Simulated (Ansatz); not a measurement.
Abstraction of F: C3H7FO + CH3 → C3H7O + CH3F

Species: C3H7FO (2-fluoroethyl methyl ether) `COCCF`, singlet; CH3 (methyl radical) `[CH3]`, doublet; C3H7O `[CH2]COC`, doublet; CH3F (fluoromethane) `CF`, singlet. A radical takes F: the energy is the difference in strength between two C–F bonds in different surroundings.

Shapes, held fixed at every level: PBE0-D4/def2-TZVP. Flexible molecules stand in one conformer, not always the lowest. Programs: Ansatz 0.2.0. The zero-point and thermal change to 298 K, harmonic and unscaled (PBE0-D4/def2-TZVP), is +1.5 kJ/mol.

Question: Estimate ΔH(298 K) of this reaction.

Answer: The highest level, CCSD(T)/CBS estimate, gives ΔH(298 K) = +7.1 kJ/mol; the levels span +0.1 to +13.9. The column of differences is taken from that level and isn't an error. No measured value is set beside it here. Open shells run unrestricted unless RO is named. The CBS estimate extrapolates MP2 from def2-TZVPP and def2-QZVPP and adds CCSD(T) − MP2 in the triple-zeta set, cores frozen. Times are processor times on shared x86 and Arm servers, and rough.

```
                level                   kind  ΔH(298 K) (kJ/mol)  less CCSD(T)/CBS estimate  CPU time (sum over the molecules)
     SPW92/def2-TZVPP                    LDA                +0.1                       -7.0                               15 s
 r2SCAN-D4/def2-TZVPP               meta-GGA                +5.7                       -1.4                               48 s
  BHLYP-D4/def2-TZVPP          global hybrid                +6.1                       -1.0                               36 s
r2SCAN0-D4/def2-TZVPP          global hybrid                +5.8                       -1.3                               51 s
     CCSD(T)/def2-SVP  coupled cluster or CI               +13.9                       +6.8                               76 s
   CCSD(T)/def2-TZVPP  coupled cluster or CI                +8.9                       +1.8                             11 min
 CCSD(T)/CBS estimate  coupled cluster or CI                +7.1                        0.0                             14 min
```
